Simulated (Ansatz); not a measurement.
Basis-set extrapolation for C$_{2}$H$_{6}$N$_{2}$ (`C1NCN1`) (PBE0-D4/def2-TZVP geometry, frozen core, Ansatz 0.2.0). Multiplicity 1, RHF reference.

```tsv
	def2-TZVPP	def2-QZVPP
HF	-188.140146	-188.149195
MP2 correlation	-0.754530	-0.805286
CCSD(T) correlation	-0.816333	not run
```

Energies in hartree. Use E(X) = E(∞) + A·exp(−7.88·√X) for Hartree–Fock and E(X) = E(∞) + B·X^(−2.97) for correlation, with X = 3 and 4, and add CCSD(T) minus MP2 of the smaller set to the MP2 limit.

**Question.** What is the CCSD(T) energy at the basis-set limit?

**Answer.** HF limit: -188.149195 + (-0.009049) × 0.13774 = -188.15044. MP2 limit: -0.805286 + (-0.050756) × 0.74074 = -0.84288. Higher-order term: -0.816333 − (-0.754530) = -0.06180. Total: -189.05512 hartree, 61.9 kcal/mol below CCSD(T)/def2-TZVPP.
